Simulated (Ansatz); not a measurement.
**Worked example: correlation energy of SiCl⁺, triplet**

Geometry: that of the SiCl, quartet, kept fixed.

```xyz
2

Si    0.0000    0.0000    0.0000
Cl    0.0000    0.0000    2.0579
```

Basis 6-31G; Ansatz 0.2.0. Correlated methods freeze the noble-gas cores, which leaves 10 electrons in 16 orbitals. R marks a restricted (for open shells ROHF) determinant, U an unrestricted one.

Full CI is exact within this basis and frozen core; it isn't the basis-set limit. The frozen core follows each run's orbitals, which can shift R against U totals by a few meV.

UCCSD has a T1 diagnostic of 0.028 and a largest doubles amplitude of 0.08.

Runs differ by some tens of microhartree through their thresholds and, for an open shell, their frozen cores, so the step to full CI, which has another core, is uncertain by up to 0.1 kcal/mol.

```
    level  total energy (hartree)
      UHF             -747.960568
     UMP2             -748.021699
    UCCSD             -748.036112
 UCCSD(T)             -748.038470
   UCCSDT             -748.039291
UCCSDT(Q)             -748.039359
  UCCSDTQ             -748.039277
  full CI             -748.039238
```

Problem. What is the correlation energy at full CI, and what share of it do UMP2 and UCCSD recover?

Solution. E(corr) = -748.039238 − (-747.960568) = -0.078670 hartree = -2.141 eV. UMP2: -0.061131 / -0.078670 = 77.71 %. UCCSD: -0.075544 / -0.078670 = 96.03 %.

Problem. By how many kcal/mol does UCCSD(T) miss full CI (1 hartree = 627.509 kcal/mol), and which steps make up the rest?

Solution. -748.038470 − (-748.039238) = 0.000768 hartree = 0.48 kcal/mol. Steps: UCCSDT − UCCSD(T) = -0.52, UCCSDT(Q) − UCCSDT = -0.04, UCCSDTQ − UCCSDT(Q) = 0.05, full CI − UCCSDTQ = 0.02 kcal/mol. That is within 1 kcal/mol of the reference in this basis, which itself misses far more of the correlation at the basis-set limit.
